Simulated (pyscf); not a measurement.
A first-order saddle from PySCF, ωB97X-D3(BJ)/def2-SVP:

```
Si
H 1 1.4915
H 1 1.4915 2 109.55
H 1 1.5657 2 108.39 3 118.10
H 4 1.2748 2 145.33 1 -179.62
P 1 2.2513 2 109.01 3 -119.20
H 6 1.4245 1 94.10 2 -167.53
H 6 1.4245 7 94.35 1 -94.43
```
Charge 0, spin multiplicity 2.

Surface: doublet, charge 0. Lowest wavenumbers (cm⁻¹): 866i, 144, 148, 262, 476.

Question: Name the species on either side of this saddle.

Answer: `[SiH3][PH2]` + `[H]` [doublet] ⇌ `[SiH2][PH2]` [doublet] + `[H][H]`, a hydrogen abstraction read from left to right: H–Si broken and H–H formed. At ωB97M-D3(BJ)/def2-TZVP it lies +0.17 eV from the left side and +0.78 eV from the right (each side as separated species at their lowest minima found). •H₂Si–PH₂ lies 0.31 eV over its isomer H₃Si–PH• (electronic energy, ωB97M-D3(BJ)/def2-TZVP). This is the saddle that the search found; another between the same sides may lie lower. The angle at the transferred H is 180°.
